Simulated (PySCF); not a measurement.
A search over the determinants of SiB

Unrestricted PBE0; Si jorge-DZP-DKH, B jorge-DZP-DKH; spin-free X2C with a Gaussian nucleus (PySCF 2.14). Outer shells of the fragments: Si 3s2 3p2; B 2s2 2p1.

Followed along the bond (rough minima from three points):

```tsv
2Ms+1	unpaired	⟨S²⟩ at the start	R at minimum (Å)	Te (eV)
4	σ ↑, π ↑↑	3.75	1.93	0.00
2	σ ↓, π ↑↑	1.77	1.94	0.34
2	σ ↑, π ↑↓	1.76	1.94	0.40
2	σ ↑	0.78	1.96	1.14
2	π ↑	0.89	none in the scan	≤ 1.13
```

Solutions found at the starting distance of 1.930 Å, counted from the lowest of them; the search is not exhaustive and high or unbound solutions are not listed, so other states can lie among these:

```tsv
2Ms+1	unpaired	term	E (eV)	⟨S²⟩	⟨Lz²⟩	μ (D)
4	σ ↑, π ↑↑	⁴Σ⁻	0.00	3.75	0.00	-0.47
2	σ ↓, π ↑↑	mixed	0.34	1.77	0.00	-0.52
2	σ ↑, π ↑↓	mixed	0.40	1.76	2.01	-0.51
2	σ ↑	mixed	1.14	0.78	2.00	-0.49
2	π ↑	²Π	1.19	0.89	1.01	-0.41
2	π ↑	²Π	1.95	0.75	1.00	-2.60
```

A term symbol is given only where ⟨S²⟩ and ⟨Lz²⟩ are close to those of a pure state; real π, δ and φ orbitals otherwise mix terms. A positive dipole means Si(−)B(+).
